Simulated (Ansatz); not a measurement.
# C4H6S: ladder of methods at one geometry from a Python script

How do the methods compare on C4H6S, in result and in cost? Wanted for C4H6S: a ladder of methods at one geometry. SMILES: CC1=CSC1.

Program: Ansatz 0.2.0, driven from Python. The levels of theory stand in the script. These are calculated values, not measurements.

## Step 1: The structure

Bond lengths: C1–C2 1.495 Å, C2–C3 1.316 Å, C3–S4 1.802 Å, C2–C5 1.537 Å, S4–C5 1.875 Å, C1–H6 1.129 Å, C1–H7 1.070 Å, C1–H8 1.138 Å, C3–H9 1.142 Å, C5–H10 1.089 Å, C5–H11 1.067 Å. Angles (14 of 19 angles, heavy atoms first): C1–C2–C3 130.7°, C1–C2–C5 132.1°, C3–C2–C5 97.2°, C2–C3–S4 101.2°, C3–S4–C5 71.3°, C2–C5–S4 90.2°, C2–C1–H6 113.0°, C2–C1–H7 113.8°, C2–C1–H8 109.7°, C2–C3–H9 131.1°, S4–C3–H9 127.5°, C2–C5–H10 113.7°, C2–C5–H11 114.3°, S4–C5–H10 111.4°.

Input file c4h6s.xyz:

```xyz
11

C    -1.35470    0.42360    0.40380
C     0.03150   -0.06230    0.12820
C     0.90820   -0.64880    0.91500
S     2.29760   -0.86900   -0.21130
C     0.88120   -0.07950   -1.15220
H    -1.38670    1.26470    1.15680
H    -2.02310   -0.34350    0.73520
H    -1.78600    0.90650   -0.53200
H     0.87400   -0.88750    2.03080
H     1.14770    0.91280   -1.51340
H     0.47570   -0.67400   -1.94030
```

## Step 2: The code

methods_c4h6s.py

```python
'''C4H6S at several levels of theory.'''

from pathlib import Path
import logging
import sys

import ansatz as az
import numpy as np

logging.basicConfig(stream=sys.stdout, format='%(levelname)s %(message)s')
logger = logging.getLogger('c4h6s')
logger.setLevel(logging.INFO)

BASIS_SET = 'cc-pVDZ'

molecule = az.Crystal.molecule_from_extxyz('c4h6s.xyz')

calc = molecule.calculation().basis(gaussian=BASIS_SET)

logger.info('functional    E (Ha)        dipole (D)   HOMO (eV)  LUMO (eV)')
for name in ['revpbe', 'b3lyp', 'pbe0', 'hf', 'lc_wpbe', 'lda']:
    r = calc.functional(name).forces().orbitals().run(threads=1, runs_dir='runs').report
    lines = Path(r['orbitals_path']).read_text().splitlines()
    field_of = lambda key: [line.split('=')[1].strip() for line in lines if line.startswith(key)]
    orbitals = [(27.211386 * float(e), s, float(n)) for e, s, n in zip(field_of('Ene='), field_of('Spin='), field_of('Occup='))]
    homo = max(e for e, _, n in orbitals if n > 0.5)
    lumo = min(e for e, _, n in orbitals if n < 0.5)
    dipole = 4.803205 * np.linalg.norm(r['charge_distribution']['dipole_moment_e_ang'])
    logger.info(f'{name:10s} {r["free_energy_ev"] / 27.211386246:14.6f} {dipole:9.3f} {homo:11.3f} {lumo:10.3f}')
```

## Step 3: The run

Command:

```sh
python methods_c4h6s.py
```

Log:

```text
INFO functional    E (Ha)        dipole (D)   HOMO (eV)  LUMO (eV)
INFO revpbe        -554.068279     1.859      -4.732     -0.690
INFO b3lyp         -554.195388     1.897      -5.647      0.083
INFO pbe0          -553.854635     1.996      -5.913      0.281
INFO hf            -552.444828     2.219      -8.399      4.184
INFO lc_wpbe       -553.957368     2.086      -8.572      2.741
INFO lda           -551.336499     1.902      -4.855     -0.889
```

Run time: 17 s. Hardware: 1 thread of Intel Xeon Platinum 8488C (Sapphire Rapids), shared host; peak memory 0.28 GiB.

Lines on the test bed's own set-up are left out of the output.

## Step 4: Run by run

From the records of these 6 runs:

```csv
run,functional,energy (eV),SCF cycles,CPU time (s)
1,revpbe,-15076.9659,19,2.5
2,b3lyp,-15080.4248,18,3.6
3,pbe0,-15071.1524,18,3.5
4,hf,-15032.7896,11,1.8
5,lc_wpbe,-15073.9479,18,3.2
6,lda,-15002.6304,20,1.6
```

Totals hang on method, basis and potentials, so only like runs compare.

The fields below are those of run 1.

## Step 5: Pictures from the orbitals

Orbitals, density, ELF and potential are computed afterwards from the orbital file.

Frontier orbitals at revPBE/cc-pVDZ, with the share of their density that lies nearest to each atom:

```csv
orbital,energy (eV),lies on
HOMO,-4.73,S4 58 %; C2 23 %; C3 10 %
LUMO,-0.69,S4 53 %; C5 18 %; C3 12 %
```

ELF in a plane through or near 7 of the atoms.

Ten even steps from ' ' (0.00) to '@' (1.00):
```
                                                        
                                                        
                        ......                          
                    ..##@@@@@@##--                      
                    ::@@@@@@@@@@**                      
        ..::::....  --@@@@@@@@%%==                      
      ::==++++++====++##@@@@%%==..                      
    ::**%%%%**::==%%%%..%%====..                        
  ..--##%%##::%%==++**==##%%##======++==--..            
    ::++####--::..++----++====##%%----##++::            
      ..::==++##%%##==##%%====%%%%::--====..            
          ..::==++::++::####++==**##%%##++..            
              ..==**++++==..  ..##@@@@@@@@==..          
                ..--==--..    ..**@@@@@@@@**..          
                  ....          ::%%@@@@%%::            
                                    ..                  
                                                        
                                                        
                                                        
                                                        
```
The map spans 9.9 Å across and 9.9 Å up, centred on the molecule. Atoms in the plane (x, y in Å): C1 (1.5, -0.2), C2 (0.0, 0.1), C3 (-0.6, 1.3), S4 (-2.3, 0.7), C5 (-1.2, -0.8), H8 (1.6, -1.3), H9 (-0.2, 2.4).

On the surface of density 0.002 e/bohr³ the electrostatic potential runs, from the 1st to the 99th percentile, from -0.95 V near S4 to 0.90 V near H10.

## Step 6: Outcome

```
                                        quantity    value
                                   runs compared        6
HOMO-LUMO gap of the mean field (revPBE/cc-pVDZ)  4.04 eV
```

**Reading.** All 6 runs converged (11 to 20 cycles). The geometry is a force-field or estimated start, not a minimum of this method, and the basis set is short of its limit. A lower total doesn't mark the better method: functionals have no common bound, and MP2 and coupled cluster aren't variational. b3lyp holds the VWN-RPA fit, as in Gaussian; the form of ORCA and Turbomole is b3lyp5. Levels such as HOMO and LUMO are orbital energies: with these approximate functionals they aren't the ionisation energy and electron affinity, and their gap isn't the fundamental gap. For Al to Cl the sets with a tight d function, cc-pV(X+d)Z, are usual.
